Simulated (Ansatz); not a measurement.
A made-up structure of CH4BO, doublet:

```
7
angstrom
C -0.8772 0.2566 -0.5985
B 0.3868 0.3168 0.5660
O 1.4212 -0.7937 0.7043
H -1.0281 -0.6668 -1.3811
H -1.7037 1.1409 -0.7113
H 0.5241 1.3485 1.4126
H 1.2769 -1.6024 0.0081
```

It is relaxed with PBE-D4/def2-SVP and then PBE0-D4/def2-TZVP (Ansatz 0.2.0). Atoms count as bonded within 1.22 times the sum of their covalent radii (H–H: 0.88 Å). The end point is not checked to be a true minimum.

Problem. Does its bonding change? (Judge from chemistry; the calculation decides.)

Solution. By the calculation: No: no bond forms or breaks.

Where it ends: The first stage lowers the energy by 1.42 eV in 6 steps. It ends as CH₄BO ([CH2][BH][OH]):
C1  (-0.783, 0.229, -0.534)
B2  (0.345, 0.283, 0.505)
O3  (1.269, -0.709, 0.629)
H4  (-0.918, -0.595, -1.233)
H5  (-1.521, 1.019, -0.635)
H6  (0.468, 1.204, 1.261)
H7  (1.140, -1.431, 0.007)
(Å)

Labels in which every atom is bracketed show which atoms are joined, not bond orders.

For scale, one of the runs: PBE0-D4/def2-TZVP relaxation, 117 basis functions, launched by `ansatz run in.yaml --threads 2 --pin off --events-out ev --progress --plain --max-ram 4352MiB`. The run took about 15 s on 2 CPU threads of an Arm Neoverse V1 (shared host).
